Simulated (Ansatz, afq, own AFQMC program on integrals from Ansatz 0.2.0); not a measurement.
BGeH$_{6}$, doublet in cc-pVDZ, levels against CCSDT(Q)

```xyz
8

B    -2.6124    0.0000    0.0000
H    -3.2091    1.0336    0.0000
H    -3.2091   -1.0336    0.0000
H    -1.3204    0.0000    0.0000
Ge    0.4576    0.0000    0.0000
H     0.9263   -1.4659    0.0000
H     0.9263    0.7330   -1.2695
H     0.9263    0.7330    1.2695
```

Basis cc-pVDZ. Noble-gas cores (and the filled d shells of Ga–Kr and In–Xe) are frozen. AFQMC by an in-house program on the Cholesky factors that Ansatz 0.2.0 writes for its CCSD(T) run. The CISD trial takes its coefficients from CCSD amplitudes. Released means that phaseless walkers are propagated on without the constraint, phases kept. Error bars are statistical, one sigma. No spin–orbit coupling.

Determinant: UHF, the one that the program's search chose, which needn't be the lowest solution. The geometry is a point of a scan.

No full CI on the walks' own integrals is used here; CCSDT(Q) serves as the reference and is uncertain by about the last step of the cluster series.

Cautions: no relativity below Rb; no spin-orbit coupling; inner d shell frozen.

The T1 diagnostic is 0.0106, the weight of the determinant in the CISD state is 0.875 and the ⟨S²⟩ of the determinant is 0.764. The size of the correlated space is 13 electrons in 56 orbitals.

```json
{"level": "MP2", "correlation energy (eV)": "-5.2889"}
{"level": "CCSD", "correlation energy (eV)": "-6.6370"}
{"level": "CCSD(T)", "correlation energy (eV)": "-6.7675"}
```

Task: Estimate where phaseless AFQMC with a CISD trial lies against CCSD(T) on the same integrals.

Result: 3.0 ± 0.2 kJ/mol below CCSD(T).

Reference: CCSDT(Q), correlation energy -6.801 eV. The released energy is read at 2.40 1/Eh (meV from the phaseless value at times in 1/Eh: -3.0 ± 2.1 at 0.24, -2.7 ± 1.6 at 0.51, -2.9 ± 2.0 at 0.99, -6.0 ± 2.1 at 1.62, -4 ± 4 at 2.40).

```json
{"level": "CCSD(T)", "E − E(reference) (kJ/mol)": "3.3", "share of correlation (%)": "99.50"}
{"level": "CCSDT", "E − E(reference) (kJ/mol)": "0.4", "share of correlation (%)": "99.94"}
{"level": "ph-AFQMC/CISD", "E − E(reference) (kJ/mol)": "0.3 ± 0.2", "share of correlation (%)": "99.96"}
{"level": "released AFQMC", "E − E(reference) (kJ/mol)": "-0.1 ± 0.3", "share of correlation (%)": "100.02"}
```

A walk keeps the symmetry of its determinant, which the program's search chose and which needn't be the lowest solution, so a lower state of the same spin and another symmetry isn't excluded. Released energies are given only where the last usable release times agree within the noise; a slower fall can still hide under it.
